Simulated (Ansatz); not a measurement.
This Ansatz (an electronic-structure program) input (PBE0/6-31G) gives -1.16389 Eh with 4 basis functions. A basis named .json is the Basis Set Exchange file of that set (core-valence sets with the plain set on hydrogen).

Ansatz 0.2 input:
```yaml
crystal:
  periodic: [false, false, false]
  atoms:
    - {symbol: H, position_ang: [-0.00000000, -0.00000000, -0.37201156]}
    - {symbol: H, position_ang: [0.00000000, 0.00000000, 0.37201156]}
basis:
  gaussian:
    orbitals: 6-31G
hamiltonian:
  xc: {name: PBE0}
magnetization: {spin_polarized: false}
```

Change:
```diff
- orbitals: 6-31G
+ orbitals: 3-21G.json
```

Q: What does the run give now?

A: -1.15962 Eh (PBE0/3-21G, 4 functions), a change of +4.27 mEh.
